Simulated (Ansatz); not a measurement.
A made-up structure of CH3OSi, doublet:

C1  (-0.930, -0.591, -0.069)
O2  (0.341, -1.169, 0.004)
Si3  (0.409, 0.526, 0.167)
H4  (-1.697, -1.038, -0.687)
H5  (1.138, 1.212, -0.920)
H6  (-1.611, 0.028, 0.458)
(Å)

It is relaxed with PBE-D4/def2-SVP and then PBE0-D4/def2-TZVP (Ansatz 0.2.0). Atoms count as bonded within 1.22 times the sum of their covalent radii (H–H: 0.88 Å). The end point is not checked to be a true minimum.

Problem. Does its bonding change? (A judgement: the text doesn't fix the answer.)

Solution. Computed: No: no bond forms or breaks.

Where it ends: The first stage lowers the energy by 2.13 eV in 10 steps. It ends as CH₃OSi ([CH2]1[O][SiH]1):
```
6
angstrom
C -1.0485 -0.4253 -0.0397
O 0.2651 -1.0046 0.2709
Si 0.4251 0.6411 0.0697
H -1.4544 -0.7797 -0.9850
H 1.2139 1.0137 -1.1521
H -1.7501 -0.4764 0.7896
```

Labels in which every atom is bracketed show which atoms are joined, not bond orders.

For scale, one of the runs: PBE0-D4/def2-TZVP relaxation, 117 basis functions, launched by `ansatz run in.yaml --threads 2 --pin off --events-out ev --progress --plain --max-ram 4352MiB`. The run took about 23 s on 2 CPU threads of an Arm Neoverse V1 (shared host).
